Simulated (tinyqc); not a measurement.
Inside a calculation. Method: CIS on RHF in the sto-3g basis, frozen core, for OH-, spin multiplicity 1. The basis has no diffuse functions, so it cannot describe the extra electron: this is an exercise in the method, not the real anion. One step of it, computed by the program tinyqc.

Task: CIS matrix, triplets. A(ia,jb) = (e_a - e_i) d_ij d_ab - (ij|ab).

orbital energies (hartree): MO1 -19.346376, MO2 -0.616431, MO3 0.076534, MO4 0.263818, MO5 0.263818, MO6 1.355202

Two-electron integrals over orbitals (pq|rs), unique and non-zero (hartree); the lowest 1 orbital is frozen and left out:
```
(22|22) 0.733695    (32|22) -0.006550   (32|32) 0.147898    (33|22) 0.660542
(33|32) 0.055147    (33|33) 0.708025    (42|42) 0.140035    (43|42) 0.056822
(43|43) 0.056181    (44|22) 0.739911    (44|32) 0.093157    (44|33) 0.682218
(44|44) 0.880159    (52|52) 0.140035    (53|52) 0.056822    (53|53) 0.056181
(54|54) 0.047444    (55|22) 0.739911    (55|32) 0.093157    (55|33) 0.682218
(55|44) 0.785270    (55|55) 0.880159    (62|22) -0.118746   (62|32) 0.002235
(62|33) -0.026919   (62|44) -0.134594   (62|55) -0.134594   (62|62) 0.111346
(63|22) 0.066053    (63|32) 0.111045    (63|33) 0.090289    (63|44) 0.131019
(63|55) 0.131019    (63|62) -0.050146   (63|63) 0.139573    (64|42) -0.047743
(64|43) 0.002265    (64|64) 0.039379    (65|52) -0.047743   (65|53) 0.002265
(65|65) 0.039379    (66|22) 0.695652    (66|32) -0.048899   (66|33) 0.648831
(66|44) 0.664689    (66|55) 0.664689    (66|62) -0.087753   (66|63) 0.022712
(66|66) 0.728972
```

Give: CIS matrix A, triplet.

Result:

CIS matrix A, triplet (hartree):
```
       2>6    3>6    4>6    5>6
2>6  1.276  0.049  0.000  0.000
3>6  0.049  0.630  0.000  0.000
4>6  0.000  0.000  0.427  0.000
5>6  0.000  0.000  0.000  0.427
```
